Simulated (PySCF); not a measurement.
Adding and removing an electron: MgCl

UHF-MP2; PySCF, no relativity, basis sets Mg 6-311G(d,p), Cl 6-311G(d,p). Neutral (UHF): doublet (σ ↑), Re = 2.224 Å, ωe = 465 cm⁻¹, De = 3.23 eV.

MgCl⁺ (RHF): singlet (closed shell), Re = 2.129 Å, ωe = 560 cm⁻¹, De = 2.85 eV to Mg⁺ + Cl. The energies at the minima are -659.44522 hartree for MgCl and -659.16515 for MgCl⁺.

(1) Work out the adiabatic ionisation energy, without and with harmonic zero-point energies (1 hartree = 27.2114 eV, 1 eV = 8065.5 cm⁻¹), and the change of the bond length.

Correlated steps freeze 6 core orbitals. For an ion De counts to the pair picked by the measured ionisation energies or electron affinities, which need not be the lowest pair at this level. Where the molecule has an RHF reference, its open-shell atoms are computed with UHF. States were picked by a PBE0 search and need not be the measured ground states.

Neutral and ion stand on different kinds of reference determinant, which adds to the error of the difference.

Answers

(1) At MP2: 0.28007 hartree = 7.621 eV between the minima; the zero-point term (560.0 − 465.0)/2 cm⁻¹ = +0.006 eV makes it 7.627 eV. Re changes by -9.5 pm against the neutral. The electron leaves a σ orbital, and the shorter bond of the ion fits an antibonding orbital, or a change in how ionic the bond is.
